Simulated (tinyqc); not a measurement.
Worked calculation: MP2 on RHF in the sto-6g basis, for H2O, spin multiplicity 1. One step of it, computed by the program tinyqc.

Question. Iteration 8 (converged): orbitals. Diagonalise F' = X^T F X, C = X C', fill 5 alpha and 5 beta electrons from the bottom; D = 2 C_occ C_occ^T. Each column has its largest component positive (the first on a tie).

converged F (hartree), order 1O 1s, 1O 2s, 1O 2px, 1O 2py, 1O 2pz, 2H 1s, 3H 1s:
```
[[-20.507743, -4.966786, 0.000000, 0.000000, -0.031800, -1.355339, -1.355339],
 [-4.966786, -2.371580, 0.000000, 0.000000, -0.167741, -1.114568, -1.114568],
 [0.000000, 0.000000, -0.409185, 0.000000, 0.000000, 0.000000, 0.000000],
 [0.000000, 0.000000, 0.000000, -0.356390, 0.000000, -0.381811, 0.381811],
 [-0.031800, -0.167741, 0.000000, 0.000000, -0.409224, -0.430169, -0.430169],
 [-1.355339, -1.114568, 0.000000, -0.381811, -0.430169, -0.670536, -0.518490],
 [-1.355339, -1.114568, 0.000000, 0.381811, -0.430169, -0.518490, -0.670536]]
```

X, order 1O 1s, 1O 2s, 1O 2px, 1O 2py, 1O 2pz, 2H 1s, 3H 1s:
```
[[-0.275011, 0.000000, 0.767842, 0.000000, -0.620248, 0.000000, 0.131804],
 [1.248632, 0.000000, -0.322773, 0.000000, -0.319640, 0.000000, 0.394080],
 [0.000000, 0.000000, 0.000000, 1.000000, 0.000000, 0.000000, 0.000000],
 [0.000000, -0.917061, 0.000000, 0.000000, 0.000000, 0.726165, 0.000000],
 [0.631926, 0.000000, 0.636340, 0.000000, 0.633003, 0.000000, 0.199326],
 [-0.782119, 0.946894, -0.135575, 0.000000, 0.109621, 0.351643, 0.371921],
 [-0.782119, -0.946894, -0.135575, 0.000000, 0.109621, -0.351643, 0.371921]]
```

Give: F' = X^T F X; orbital energies; coefficients C; D after iteration 8.

Answer.

F' = X^T F X (hartree):
```
[[0.3290, 0.0000, 1.4012, 0.0000, -0.9114, 0.0000, -0.0065],
 [0.0000, 0.7538, 0.0000, 0.0000, 0.0000, -0.1427, 0.0000],
 [1.4012, 0.0000, -9.5300, 0.0000, 9.2228, 0.0000, -3.5556],
 [0.0000, 0.0000, 0.0000, -0.4092, 0.0000, 0.0000, 0.0000],
 [-0.9114, 0.0000, 9.2228, 0.0000, -9.7955, 0.0000, 3.7536],
 [0.0000, -0.1427, 0.0000, 0.0000, 0.0000, -0.6155, 0.0000],
 [-0.0065, 0.0000, -3.5556, 0.0000, 3.7536, 0.0000, -2.6605]]
```

orbital energies (hartree): [-20.5111, -1.3202, -0.6302, -0.4912, -0.4092, 0.6655, 0.7685]

coefficients C, order 1O 1s, 1O 2s, 1O 2px, 1O 2py, 1O 2pz, 2H 1s, 3H 1s:
```
[[0.9966, -0.2188, 0.0000, 0.1050, 0.0000, -0.1234, 0.0000],
 [0.0168, 0.8147, 0.0000, -0.5841, 0.0000, 0.9569, 0.0000],
 [0.0000, 0.0000, 0.0000, 0.0000, 1.0000, 0.0000, 0.0000],
 [0.0000, 0.0000, 0.6283, 0.0000, 0.0000, 0.0000, 0.9867],
 [0.0039, 0.1631, 0.0000, 0.7566, 0.0000, 0.8035, 0.0000],
 [-0.0042, 0.1556, 0.4469, 0.2676, 0.0000, -0.8274, -0.9058],
 [-0.0042, 0.1556, -0.4469, 0.2676, 0.0000, -0.8274, 0.9058]]
```

D after iteration 8, order 1O 1s, 1O 2s, 1O 2px, 1O 2py, 1O 2pz, 2H 1s, 3H 1s:
```
[[2.1041, -0.4458, 0.0000, 0.0000, 0.0953, -0.0202, -0.0202],
 [-0.4458, 2.0103, 0.0000, 0.0000, -0.6180, -0.0592, -0.0592],
 [0.0000, 0.0000, 2.0000, 0.0000, 0.0000, 0.0000, 0.0000],
 [0.0000, 0.0000, 0.0000, 0.7894, 0.0000, 0.5616, -0.5616],
 [0.0953, -0.6180, 0.0000, 0.0000, 1.1981, 0.4557, 0.4557],
 [-0.0202, -0.0592, 0.0000, 0.5616, 0.4557, 0.5912, -0.2078],
 [-0.0202, -0.0592, 0.0000, -0.5616, 0.4557, -0.2078, 0.5912]]
```
